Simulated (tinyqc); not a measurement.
Inside a calculation. Method: geometry optimisation on the LDA (VWN5)/sto-3g surface (energies and gradients from PySCF), for H2O, spin multiplicity 1. Computed by tinyqc, a small Python program that keeps every step (integrals from PySCF). Settings: charge = 0, multiplicity = 1, basis = sto-3g, functional = lda,vwn, optimiser = bfgs, first Hessian = 0.3, largest step = 0.1, iteration cap = 30. Command: `OMP_NUM_THREADS=1 python tinyqc.py 27483 27484 out.jsonl` (the two numbers bound the seeds that draw the settings). One thread of a shared host (Intel(R) Xeon(R) Processor @ 2.60GHz), about 2 s of CPU time with the checks.

## Step 1: energy and gradient

positions at the start (bohr), order 1O, 2H, 3H:
$$\begin{pmatrix}
0.066140 & 0.026456 & 0.017008 \\
0.017008 & 1.404067 & 1.080923 \\
0.022677 & -1.638393 & 1.133836
\end{pmatrix}$$

Self-consistent energy and analytic gradient at these positions.

energy = -74.72483584 hartree

gradient (hartree/bohr), order 1O, 2H, 3H:
$$\begin{pmatrix}
-0.00458191 & 0.13517603 & 0.09897076 \\
0.00461035 & -0.09020767 & -0.10221083 \\
-0.00002092 & -0.04496004 & 0.00323137
\end{pmatrix}$$

## Step 1: move

Quasi-Newton step p = -H^(-1) g (first H = 0.3 times the unit matrix); steps longer than 0.1 bohr are cut back (factor 0.136 here).

positions after step 1 (bohr), order 1O, 2H, 3H:
$$\begin{pmatrix}
0.068216 & -0.034781 & -0.027828 \\
0.014919 & 1.444932 & 1.127227 \\
0.022686 & -1.618025 & 1.132372
\end{pmatrix}$$

## Step 2: energy and gradient

As before.

energy = -74.73884148 hartree

gradient (hartree/bohr), order 1O, 2H, 3H:
$$\begin{pmatrix}
-0.00193195 & 0.03686087 & 0.04309185 \\
0.00158592 & -0.01368635 & -0.03621781 \\
0.00035535 & -0.02316712 & -0.00688766
\end{pmatrix}$$

## Step 2: move

inverse Hessian in use (bohr^2/hartree):
```
           1          2          3          4          5          6          7          8
1   3.332672   0.028691   0.013666   0.000829  -0.024121  -0.017890  -0.000169  -0.004571
2   0.028691   2.216105  -0.601435  -0.033684   0.892308   0.732535   0.005028   0.224920
3   0.013666  -0.601435   3.051540  -0.017276   0.508798   0.372589   0.003648   0.092651
4   0.000829  -0.033684  -0.017276   3.332335   0.027483   0.021641   0.000171   0.006201
5  -0.024121   0.892308   0.508798   0.027483   2.639939  -0.599803  -0.003378  -0.198904
6  -0.017890   0.732535   0.372589   0.021641  -0.599803   2.864305  -0.003785  -0.132739
7  -0.000169   0.005028   0.003648   0.000171  -0.003378  -0.003785   3.333332  -0.001650
8  -0.004571   0.224920   0.092651   0.006201  -0.198904  -0.132739  -0.001650   3.307308
9   0.004227  -0.131179  -0.090868  -0.004368   0.091048   0.096506   0.000136   0.040124

           9
1   0.004227
2  -0.131179
3  -0.090868
4  -0.004368
5   0.091048
6   0.096506
7   0.000136
8   0.040124
9   3.327700
```

Quasi-Newton step p = -H^(-1) g (the inverse Hessian comes from BFGS updates; coordinates in the order x, y, z of each atom); steps longer than 0.1 bohr are cut back (factor 0.769 here).

positions after step 2 (bohr), order 1O, 2H, 3H:
$$\begin{pmatrix}
0.071087 & -0.044475 & -0.094918 \\
0.013364 & 1.410749 & 1.165649 \\
0.021343 & -1.574168 & 1.161082
\end{pmatrix}$$

## Convergence

Stop when the largest gradient component is below 3e-5 hartree/bohr. The inverse Hessian follows the BFGS update with s = step, y = change of gradient.

Course of the optimisation:
```
step   E (hartree)  largest gradient (hartree/bohr)
1     -74.72483584                         1.35e-01
2     -74.73884148                         4.31e-02
3     -74.74236917                         2.06e-02
4     -74.74235698                         2.25e-02
5     -74.74308983                         4.06e-03
6     -74.74310844                         4.91e-04
7     -74.74310907                         2.14e-05
```

Final distances (angstrom):
```
pair   distance
2H-1O  1.030814
3H-1O  1.030823
3H-2H  1.540896
```

Converged in 7 steps.
